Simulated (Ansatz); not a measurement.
Two shapes of doublet C2H4O(+).

Shape 1:

```xyz
7

O     0.7735    0.1898   -0.2014
C    -0.2284   -0.7724   -0.1482
C    -0.4477    0.5798    0.3365
H    -0.0640   -1.5808    0.5570
H    -0.6389   -1.0771   -1.1058
H    -1.0214    1.2810   -0.2611
H    -0.4505    0.7798    1.4035
```

Shape 2:

```xyz
7

O    -0.2832   -0.4991    0.6132
C     0.7759   -0.1104   -0.2275
C    -0.5316    0.5408   -0.3014
H     1.0661   -0.8351   -0.9998
H     1.6126    0.4053    0.2624
H    -0.6660    1.5402    0.1336
H    -1.2125    0.2998   -1.1285
```

Basis set: def2-SVP (spherical functions). Left uncorrelated: 3 orbitals. Charge 1, multiplicity 2.

Computed with Ansatz (development build ahead of 0.2.0); each method stands on the lowest determinant of its kind that the runs found.

Question: Which shape is lower in energy, and by how much in each method?

Answer:

```
             method  E(2) − E(1) (eV)
                UHF            -0.016
            UHF-MP2            -0.037
PBE0 (unrestricted)            -0.030
```

Shape 2 is lower.
